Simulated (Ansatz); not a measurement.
Anatase TiO2 (metastable phase)

Method: PBE-D4 (Ansatz, a program for electronic structure, plane waves, PAW).

Settings: plane-wave cutoff 520 eV, 12×12×12 k mesh, Fermi–Dirac smearing 0.01 eV, no spin polarisation, scalar-relativistic PAW data made under PBE.

Cell (relaxed at this level):

TiO₂ is modelled in the tetragonal space group I4₁/amd, origin choice 1 (No. 141), the anatase structure, Pearson symbol tI12. Conventional cell: a = b = 3.7829 Å, c = 9.6029 Å, α = β = γ = 90.00°. Ti on 4a is coordinated by 6 O at 1.935–1.993 Å. O on 8e has 3 Ti at 1.935–1.993 Å. (Neighbours: up to the widest gap in distance over summed covalent radii, below 1.35, at either atom; cation-cation and far metal-metal contacts left out.)
(The calculation used a cell of 6 atoms; values per cell refer to that cell.)

```json
{
  "bulk_modulus": "175 GPa",
  "band_gap": "2.13 eV (indirect)",
  "smallest_direct_gap_on_the_k_points_sampled": "2.46 eV",
  "Γ–Γ gap": "2.59 eV",
  "pressure derivative B′ of the bulk modulus": "2.4"
}
```

Note: the bulk modulus comes from volumes at which shape and atoms were relaxed.

Static lattice: no zero-point or thermal effects.
